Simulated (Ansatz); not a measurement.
`CC=C=CC`, relaxed with RKS PBE0-D4/def2-TZVP in Ansatz 0.2.0 from a PBE-D4/def2-SVP geometry. The force threshold is 0.005 eV/Å; the program also tests the step.

Charge 0, multiplicity 1.

Start:

```xyz
13

C    -1.830   -1.028   -1.118
C    -1.407    0.098   -0.208
C    -0.168    0.523   -0.039
C     1.079    0.923    0.131
C     2.036    0.385    1.166
H    -2.327   -1.839   -0.544
H    -0.965   -1.464   -1.656
H    -2.567   -0.676   -1.871
H    -2.213    0.606    0.359
H     1.464    1.723   -0.532
H     1.563   -0.395    1.793
H     2.397    1.197    1.834
H     2.936   -0.054    0.685
```

```csv
step,energy (eV),largest force (eV/Å),largest move (Å)
1,-5309.4198,0.638,0.000
2,-5309.4849,0.156,0.038
3,-5309.4884,0.091,0.016
4 (rejected),-5309.4884,0.106,0.018
5,-5309.4892,0.021,0.009
6,-5309.4893,0.013,0.005
7,-5309.4893,0.013,0.009
8 (rejected),-5309.4890,0.056,0.012
9,-5309.4894,0.003,0.005
```

End:

```xyz
13

C    -1.807   -1.018   -1.103
C    -1.390    0.100   -0.198
C    -0.164    0.511   -0.038
C     1.064    0.914    0.123
C     2.013    0.379    1.151
H    -2.308   -1.809   -0.538
H    -0.948   -1.451   -1.616
H    -2.517   -0.663   -1.857
H    -2.177    0.603    0.362
H     1.437    1.700   -0.533
H     1.543   -0.399    1.753
H     2.352    1.176    1.819
H     2.904   -0.043    0.676
```

Hardware: 4 threads of an Arm Neoverse V2 on a shared host. Wall time 23 s, peak host memory 0.47 GiB.
